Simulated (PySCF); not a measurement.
Core-level binding energies of `FOF`

Species: OF₂.
Structure used (PBE0-D3(BJ)/def2-TZVP), in Å, numbered top down from 1:
```xyz
3
OF2 angstrom
F     -1.0802   -0.2895    0.0185
O     -0.0130    0.5853   -0.0026
F      1.0926   -0.2418   -0.0026
```

Method used: delta-SCF UKS SCAN, pcX-3 on the ionised atom, pcseg-2 elsewhere, spin-free X2C in PySCF. Binding energies are ΔSCF values: E(core-ionised, relaxed orbitals) − E(ground state) at a fixed geometry, referred to the vacuum level.

What binding energy does each computed site have?

| atom(s) | bonded to | level | binding energy (eV) | count |
| --- | --- | --- | --- | --- |
| F1/F3 | O | F 1s | 694.93 | 2 |
| O2 | 2 F | O 1s | 545.15 | 1 |

Which effective nuclear charge Zeff reproduces each element's mean 1s value in the hydrogen-like formula E = 13.606 eV × Zeff²?

O (Z = 8): mean 545.2 eV, Zeff = 6.33, Z − Zeff = 1.67; F (Z = 9): mean 694.9 eV, Zeff = 7.15, Z − Zeff = 1.85. Means run over the listed sites, weighted by atom count.

The first atom of each set that the bonding makes equivalent was ionised and stands for the set. Spin contamination (⟨S²⟩ against 0.75 for a pure doublet) is marked for O 1s of O2 (atom 2) (0.85), which makes this value less certain. Geometry: PBE0-D3(BJ)/def2-TZVP; no solvent, vibrations or thermal averaging.
